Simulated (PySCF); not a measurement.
A geometry optimisation, step by step.

C3H3 (charge -1).
Bonds: C1–C2 (triple), C2–C3. Hydrogens: H4, H5, H6 on C3.
Bond orders are those of one Lewis drawing.

Computed by this run: PBE0-D3(BJ)/def2-SVP geometry optimisation, gas phase (PySCF 2.14.0); density fitting, grid level 1; the optimiser is geomeTRIC in internal coordinates, started from a GFN2-xTB structure. The frame can shift and turn from step to step; on so coarse a grid that alone can change the energy by a few meV, and forces under 0.02 eV/Å are noise.

Step 0: E = -3150.6187 eV, largest atomic force 2.848 eV/Å
```
atom  x, y, z in Å  |  force x, y, z in eV/Å
C1      2.228    0.003    0.016    2.013   0.002   0.021
C2      1.000    0.006   -0.001   -2.848   0.002  -0.032
C3     -0.491    0.001   -0.013    1.105  -0.005   0.019
H4     -0.902   -0.732   -0.736   -0.092  -0.007  -0.012
H5     -0.914   -0.261    0.977   -0.099  -0.003   0.011
H6     -0.915    0.987   -0.286   -0.078   0.011  -0.007
```

Step 1: E = -3150.6538 eV, largest atomic force 0.289 eV/Å
```
atom  x, y, z in Å  |  force x, y, z in eV/Å
C1      2.235    0.004    0.014   -0.092   0.005  -0.006
C2      0.984    0.005   -0.001    0.045  -0.008   0.009
C3     -0.481    0.000   -0.012    0.289   0.004   0.000
H4     -0.902   -0.730   -0.734   -0.081  -0.018  -0.017
H5     -0.917   -0.261    0.975   -0.082  -0.006   0.021
H6     -0.913    0.985   -0.286   -0.080   0.024  -0.007
```

Step 2: E = -3150.6552 eV, largest atomic force 0.089 eV/Å
```
atom  x, y, z in Å  |  force x, y, z in eV/Å
C1      2.238    0.005    0.014   -0.057   0.004  -0.005
C2      0.987    0.004    0.000    0.037  -0.007   0.008
C3     -0.476    0.000   -0.012    0.089   0.004  -0.003
H4     -0.906   -0.728   -0.733   -0.023  -0.004  -0.004
H5     -0.921   -0.260    0.973   -0.023  -0.002   0.005
H6     -0.915    0.983   -0.285   -0.023   0.005  -0.001
```

Step 3: E = -3150.6554 eV, largest atomic force under 0.02 eV/Å
```
atom  x, y, z in Å  |  force x, y, z in eV/Å
C1      2.238    0.005    0.013   -0.002   0.002  -0.003
C2      0.988    0.004    0.000    0.005  -0.005   0.005
C3     -0.474    0.000   -0.011   -0.002   0.002  -0.002
H4     -0.908   -0.727   -0.732    0.000   0.000   0.000
H5     -0.922   -0.260    0.973    0.000   0.000   0.000
H6     -0.916    0.983   -0.285    0.000   0.000   0.000
```

Problem. Summarise the path.

Solution. The energy falls by 0.0367 eV from step 0 to step 3; nine tenths of that is first reached at step 1. It falls at every step. The largest force goes from 2.848 to under 0.02 eV/Å. Among the bonds C2–C3 changes most, from 1.491 to 1.462 Å; the atoms move by 0.011 Å rms after alignment.

What follows is the cost of the whole optimisation. The run took 2.5 s on one thread, AMD EPYC 9R45 (x86_64) (shared host), and the process peaked at 0.26 GiB of memory.
